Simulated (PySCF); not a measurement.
# singlet BSiH3 at 6 levels

Aim: a comparison of 6 runs (B3LYP/STO-3G, M06-2X/STO-3G, PBE0/STO-3G, CCSDT/STO-3G, CCSDTQ/STO-3G, FCI/STO-3G) of singlet BSiH3. 

The calculation is run with PySCF 2.14.0.

13 further runs of the same task are left out: 1 that didn't finish, 12 set aside as unsound or not needed.

## (1) Starting point

BSiH3 has 5 atoms, charge 0, and is taken as a singlet. SMILES of the parent species: `B[SiH]`. The shape is that of a GFN2-xTB optimisation. That shape belongs to the parent species and isn't relaxed for this state.

Bond lengths: B1–Si2 1.878 Å, B1–H3 1.179 Å, B1–H4 1.176 Å, Si2–H5 1.476 Å. Angles: B1–Si2–H5 134.9°, Si2–B1–H3 120.6°, Si2–B1–H4 121.0°, H3–B1–H4 118.4°.

## (2) A single-point energy at B3LYP/STO-3G (run 1)

input.xyz

```xyz
5

B     -0.206730    -0.708170     0.126670
Si     0.760780     0.829450    -0.350440
H     -1.303690    -0.620750     0.549520
H      0.263590    -1.779740     0.010050
H      0.486040     2.279200    -0.335800
```

input.py

```python
from pyscf import gto, dft

mol = gto.M(
    atom='input.xyz',
    spin=0,
    verbose=3,
    basis='sto-3g',
    charge=0,
    max_memory=1860,
)

mf = dft.RKS(mol, xc='b3lyp')
mf.grids.level = 5
mf.conv_tol = 1e-10
mf.kernel()
if not mf.converged:
    mf = mf.newton().run(mf.mo_coeff, mf.mo_occ)

e_final = mf.e_tot
print('E = %.10f Eh' % e_final)
```

The run is started by

```bash
$ OMP_NUM_THREADS=1 python input.py
```

Output:

```text
converged SCF energy = -312.286126053946
E = -312.2861260539 Eh
```

Wall time 2.5 s (1 thread of Arm Neoverse V2, shared host); peak memory 0.19 GiB.

## (3) The energy at M06-2X/STO-3G (run 2)

calc.py

```python
from pyscf import gto, dft

molecule = gto.M(
    atom=[
    ('B', (-0.206730, -0.708170, 0.126670)),
    ('Si', (0.760780, 0.829450, -0.350440)),
    ('H', (-1.303690, -0.620750, 0.549520)),
    ('H', (0.263590, -1.779740, 0.010050)),
    ('H', (0.486040, 2.279200, -0.335800)),
],
    basis='sto-3g',
    spin=0,
    verbose=3,
    max_memory=1860,
)

mf = dft.RKS(molecule, xc='m06-2x')
mf.conv_tol = 1e-10
mf.grids.level = 5
mf.kernel()
if not mf.converged:
    mf = mf.newton().run(mf.mo_coeff, mf.mo_occ)

e_final = mf.e_tot
print('E(%s) = %.9f' % ('M06-2X', e_final))
```

The run is started by

```bash
$ OMP_NUM_THREADS=1 python calc.py
```

Output:

```text
converged SCF energy = -312.277071798344
E(M06-2X) = -312.277071798
```

Run time: 3.3 s. Hardware: 1 thread of Arm Neoverse V2, shared host; peak memory 0.19 GiB.

Run 3 isn't shown in full; the table further down has it.

## (4) The energy at CCSDT/STO-3G (run 4)

start.xyz

```xyz
5
BH3Si
B     -0.206730    -0.708170     0.126670
Si     0.760780     0.829450    -0.350440
H     -1.303690    -0.620750     0.549520
H      0.263590    -1.779740     0.010050
H      0.486040     2.279200    -0.335800
```

run.py

```python
from pyscf import gto, cc

mol = gto.Mole()
mol.atom = 'start.xyz'
mol.charge = 0
mol.basis = 'sto-3g'
mol.max_memory = 1860
mol.verbose = 3
mol.build()

myscf = mol.RHF()
myscf.conv_tol = 1e-10
myscf.kernel()
if not myscf.converged:
    myscf = myscf.newton().run(myscf.mo_coeff, myscf.mo_occ)

mycc = cc.CCSDT(myscf, frozen=6)
mycc.kernel()
e_tot = mycc.e_tot
print(f'total energy: {e_tot:.8f} hartree')
```

The run is started by

```bash
$ OMP_NUM_THREADS=1 python run.py
```

Output:

```text
converged SCF energy = -311.500549385768
_make_eris_incore_RCCSDT

WARN: A large `blksize` is being used, which may cause large memory consumption
      for storing contraction intermediates. If memory is sufficient, consider using
      `pyscf.cc.rccsdt_highm.RCCSDT` instead.

WARN: A large `blksize_oovv` is being used, which may cause large memory consumption
      for storing contraction intermediates. If memory is sufficient, consider using
      `pyscf.cc.rccsdt_highm.RCCSDT` instead.

WARN: A large `blksize_oooo` is being used, which may cause large memory consumption
      for storing contraction intermediates. If memory is sufficient, consider using
      `pyscf.cc.rccsdt_highm.RCCSDT` instead.

RCCSDT converged
E(RCCSDT) = -311.6363620851296   E_corr = -0.1358126993619206
E_corr(same-spin) = -0.010730556594243
E_corr(oppo-spin) = -0.125082142767678
total energy: -311.63636209 hartree
```

Wall time 1.1 s (1 thread of Arm Neoverse V2, shared host); peak memory 0.12 GiB.

Run 5 isn't shown in full; the table further down has it.

## (5) A single-point energy at FCI/STO-3G (run 6)

run.py

```python
from pyscf import gto, mcscf
from pyscf import fci

system = gto.M(
    atom='''
B   -0.206730  -0.708170   0.126670
Si   0.760780   0.829450  -0.350440
H   -1.303690  -0.620750   0.549520
H    0.263590  -1.779740   0.010050
H    0.486040   2.279200  -0.335800
''',
    basis='sto-3g',
    charge=0,
    spin=0,
    verbose=4,
    max_memory=1860,
)

calc0 = system.RHF()
calc0.conv_tol = 1e-10
calc0.kernel()
if not calc0.converged:
    calc0 = calc0.newton().run(calc0.mo_coeff, calc0.mo_occ)

cas = mcscf.CASCI(calc0, calc0.mo_coeff.shape[-1] - 6, (system.nelec[0] - 6, system.nelec[1] - 6))  # full CI above the frozen core
cas.fcisolver = fci.direct_spin0.FCI(system)  # even spin states alone
cas.kernel()
print('<S^2> = %.4f' % cas.fcisolver.spin_square(cas.ci, cas.ncas, cas.nelecas)[0])
energy = cas.e_tot
print('Final energy', energy)
```

The run is started by

```bash
$ OMP_NUM_THREADS=1 python run.py
```

Output:

```text
PySCF version 2.14.0

[... 65 lines left out ...]
converged SCF energy = -311.500549385768
[... 1 line left out ...]
******** <class 'pyscf.mcscf.casci.CASCI'> ********
CAS (5e+5e, 11o), ncore = 6, nvir = 0
natorb = False
canonicalization = True
sorting_mo_energy = False
******** <class 'pyscf.fci.direct_spin0.FCISolver'> ********
max. cycles = 100
conv_tol = 1e-10
davidson only = False
linear dependence = 1e-14
level shift = 0.001
max iter space = 12
nroots = 1
pspace_size = 400
spin = None
Density matrix diagonal elements [1.97597778 1.96993851 1.96528384 1.94395156 1.62213799 0.315587
 0.11585904 0.03311426 0.02089797 0.01928592 0.01796612]
CASCI converged
CASCI E = -311.636986232894  E(CI) = -18.0659440712150  S^2 = 0.0000000
<S^2> = 0.0000
Final energy -311.63698623289366
```

Run time: 4.8 s. Hardware: 1 thread of Arm Neoverse V2, shared host; peak memory 0.16 GiB.

## (6) All runs side by side

```tsv
run	level	integration grid	frozen core orbitals	energy (Eh)	dipole moment (D) of the reference	HOMO energy (eV)	LUMO energy (eV)	wall time
1	B3LYP/STO-3G	5	–	-312.286126	3.21	-2.05	-1.10	2.5 s
2	M06-2X/STO-3G	5	–	-312.277072	3.19	-3.18	0.26	3.3 s
3	PBE0/STO-3G	5	–	-312.115101	3.21	-2.20	-0.83	2.3 s
4	CCSDT/STO-3G	–	6	-311.636362	2.97	-3.89	3.82	1.1 s
5	CCSDTQ/STO-3G	–	6	-311.636944	2.97	-3.89	3.82	29 s
6	FCI/STO-3G	–	6	-311.636986	2.97	-3.89	3.82	4.8 s
```

## (7) What came out

| quantity | value |
| --- | --- |
| run 6: total energy | -311.63699 Eh |
| run 6: dipole moment (Hartree–Fock density) | 2.97 D |
| run 6: HOMO energy (Hartree–Fock orbitals) | -3.89 eV |
| run 6: LUMO energy (Hartree–Fock orbitals) | 3.82 eV |
| run 6: HOMO–LUMO gap (Hartree–Fock orbitals) | 7.71 eV |
| run 6: correlation energy (6 core orbitals frozen) | -136.4 mEh |

What this shows: Against full CI in this basis: CCSDT +0.6 mEh; CCSDTQ +0.0 mEh. Over runs 1, 2, 3 the dipole moment (its size) runs from 3.19 D (M06-2X/STO-3G) to 3.21 D (PBE0/STO-3G). Over runs 1, 2, 3 the HOMO–LUMO gap runs from 0.96 eV (B3LYP/STO-3G) to 3.43 eV (M06-2X/STO-3G). Totals of different functionals can't be ranked against each other. In runs 1, 2, 3, 4, 5, 6 the basis is minimal, so the values are rough. All runs together took 42 s, the longest 29 s.
